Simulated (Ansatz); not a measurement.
Barrier FH + F via F2H, on the benchmark's geometries as Psi4's copy gives them; open shells unrestricted, no zero-point energy, no spin–orbit coupling.
Transition structure (charge 0, multiplicity 2):
```xyz
3

H      0.000     0.000    -2.231
F      0.000     0.000    -0.616
F      0.000     0.000     0.864
```

Codes used: Ansatz (Gaussian basis) for Hartree–Fock, density functionals and correlated methods. Each number belongs to the level named beside it.

The barrier height (kcal/mol) and the share of exact exchange:

| functional | exact exchange (%) | value |
|---|---|---|
| PBE/def2-TZVPPD | 0 | 80.05 |
| PBE0/def2-TZVPPD | 25 | 98.11 |
| BLYP/def2-TZVPPD | 0 | 81.43 |
| B3LYP/def2-TZVPPD | 20 | 95.34 |
| BHLYP/def2-TZVPPD | 50 | 112.48 |
| r2SCAN/def2-TZVPPD | 0 | 90.09 |

Take the value as linear in the share of exact exchange along PBE and PBE0. Give the slope, say whether the sign turns, and set the other functionals against that line.


Slope: (98.11 − (80.05))/2.5 = 7.22 kcal/mol for each 10 %. The line keeps its sign from 0 to 100 %. At 50 % it gives 116.2 kcal/mol. The LYP pair gives (112.48 − (81.43))/5 = 6.21 for each 10 %. BHLYP, at 50 %, lies -3.7 from the PBE line. B3LYP, at 20 %, lies 0.8 from the PBE line. r2SCAN, with none, stands 10.0 from PBE.

Ansatz is a first-principles code.
